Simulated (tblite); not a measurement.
Compound: C₃H₄P₂.
Geometry (GFN2-xTB, Å), atoms numbered from 1 in this order:
```
atom  x, y, z in Å
C1    -1.2570    1.2825   -0.1029
C2    -0.8528    0.1679   -0.2855
C3    -0.2711   -1.1213   -0.5078
P4     1.6211   -1.2139   -0.6667
P5     2.4084    0.6405   -0.4801
H6    -1.6750    2.2308    0.0598
H7    -0.6621   -1.5568   -1.4338
H8    -0.5274   -1.7976    0.3149
H9     1.2295    1.3738   -0.2921
```

Calculated harmonic vibrations of the isolated species, GFN2-xTB (tblite), most abundant isotopes, no scaling. This tight-binding method is rough: wavenumbers can miss measured ones by several per cent, in bad cases by 10 to 20. Modes of hydrogen on phosphorus can be 10 to 20 % off. One conformer, not necessarily the lowest.

Harmonic wavenumbers (cm⁻¹): 42.6, 126.4, 236.3, 282.9, 413.1, 430.3, 588.4, 632.4, 665.2, 710.4, 766.9, 778.1, 1015.3, 1098.0, 1180.6, 1394.3, 2200.2, 2269.1, 2912.5, 2931.6, 3396.0.

A = 4849, B = 2364, C = 1605 MHz; mass 101.979 u (most abundant isotopes); point group Cs, symmetry number 1.

Question: Zero-point energy?

Answer: Half the sum of the wavenumbers: 12035 cm⁻¹ = 143.98 kJ/mol.

Question: Give the ideal-gas entropy at 273.15 K and 1 bar in the rigid-rotor, harmonic-oscillator model (classical rotation).

Answer: Translation 164.71, rotation 112.96, vibration 58.85: S = 336.5 J/(mol K).

Question: And Cp and H(273.15 K) − H(0)?

Answer: Cp = 96.48 J/(mol K), of which vibrations give 63.23 (their classical limit is 21 R = 174.6); H(273.15 K) − H(0) = 17.59 kJ/mol without the zero-point energy, 8.51 from vibrations.

Question: How do the functions run with temperature in this model?

Answer: 
```tsv
T (K)	S (J/(mol K))	Cp (J/(mol K))	H − H(0) (kJ/mol)	G − H(0) (kJ/mol)	ln q(vib)
50	229.5	44.3	1.92	-9.55	0.38
100	263.5	55.3	4.40	-21.94	1.01
298.15	345.2	101.6	20.07	-82.85	3.68
373.15	369.5	115.1	28.21	-109.67	4.70
500	405.7	132.1	43.95	-158.90	6.41
750	463.8	154.0	79.94	-267.89	9.52
1000	510.2	168.3	120.34	-389.82	12.30
```

q(vib) and H(0) count from the zero-point level.

Question: What must be added to the electronic energy to get the Gibbs energy at 273.15 K and 1 bar?

Answer: ZPE + [H(273.15 K) − H(0)] − T·S = 143.98 + 17.59 − 91.92 = 69.65 kJ/mol.

Question: Blend soft modes into free rotors: weight 1/[1 + (100 cm⁻¹/ν̃)⁴] for the oscillator and the rest for a rotor with moment μB/(μ + B), μ = h/(8π²ν), B = 10⁻⁴⁴ kg m². What vibrational entropy results?

Answer: 53.13 J/(mol K) in place of 58.85, which changes −T·S at 273.15 K by +1.56 kJ/mol.

Hindered rotation and anharmonicity are outside this model. Other conformers, if any are populated, would add a mixing term that is left out.
